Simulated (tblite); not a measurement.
C₄H₉N₂ (doublet state).
SMILES with atom numbers: `[H]/[N:6]=[C:4](\[CH:3][NH:2][CH3:1])[CH3:5]` (hydrogens: H7, H8, H9 on C1; H10 on N2; H11 on C3; H12, H13, H14 on C5; H15 on N6)

Computed geometry: GFN2-xTB, gas phase. This method treats the open shell by occupation alone, without spin polarisation.

Task: List the bond lengths, angles and torsions at this level.

Result: 
```tsv
bond	length (pm)
C1–N2	143.6
N2–C3	136.3
C3–C4	140.2
C4–C5	150.7
C4=N6	129.9
C1–H7, C1–H8, C1–H9	109.2
N2–H10	100.9
C3–H11	108.1
C5–H12, C5–H13, C5–H14	108.8
N6–H15	101.9
```

Bonds in one row agree within 1 pm and their mean is given. A selection of angles:
```tsv
angle	degrees
N2–C1–H7	109.6
N2–C1–H8	112.2
H7–C1–H8	108.5
H7–C1–H9	108.8
C1–N2–C3	122.8
C1–N2–H10	116.2
C3–N2–H10	116.2
N2–C3–C4	124.4
N2–C3–H11	115.7
C4–C3–H11	119.8
C3–C4–C5	119.1
C3–C4–N6	124.7
C5–C4–N6	116.3
C4–C5–H12	110.9
C4–C5–H14	108.3
H12–C5–H13	109.1
C4–N6–H15	113.2
```

Torsions: C1–N2–C3–C4 -166° (antiperiplanar); N2–C3–C4–C5 3° (synperiplanar); H15–N6–C4–C3 1° (synperiplanar). The mirror-image conformer, all signs reversed, is as good.

N2 (nitrogen bonded to 2 C and H) has angles 122.8°, 116.2° and 116.2°, sum 355.2°, 0.16 Å off the plane of its three neighbours. Of the pairs four or more bonds apart, C5···H10 is among the closest relative to their van der Waals radii: 2.52 Å, 87 % of the sum of Bondi's values. N6 (nitrogen bonded to C and H) is bent (angle 113.2°). The C–C distances run from 1.402 Å (C3–C4, drawn single in one of several resonance forms) to 1.507 Å (C4–C5, drawn single), a spread of 0.105 Å. C3 (carbon bonded to C, N and H) is planar (angles 124.4°, 119.8° and 115.7°, sum 359.9°, 0.02 Å off the plane of its three neighbours). The C–N distances run from 1.299 Å (C4=N6, drawn double in one of several resonance forms) to 1.436 Å (C1–N2, drawn single), a spread of 0.137 Å. C4 (carbon bonded to 2 C and N) is planar (angles 124.7°, 119.1° and 116.3°, sum 360.0°, 0.00 Å off the plane of its three neighbours).

Point group: C1 (no symmetry element, even within 0.4 Å). Its GFN2-xTB frequencies are all real (lowest 96 cm⁻¹). 3 starts were optimised and ended at 0.00, 0.97 and 0.97 kcal/mol (GFN2-xTB); the lowest of these is shown.

The run took 1.1 s of wall time on an AMD EPYC with one thread, on a shared host. This is the geometry optimisation.
